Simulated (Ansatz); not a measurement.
System: bcc Rb. Method: LDA (Ansatz, an electronic-structure program, plane waves, PAW).

Numerical settings: plane-wave cutoff 520 eV, 12×12×12 k mesh, Fermi–Dirac smearing 0.1 eV, perturbation theory, scalar-relativistic PAW data made under PBE.

Computed at the level's own relaxed cell.

Harmonic phonon frequencies (cm⁻¹; i marks an imaginary mode):

```csv
q point,frequencies
H,48 48 48
N,9 32 53
P,39 39 39
```

No imaginary mode appears at these points.
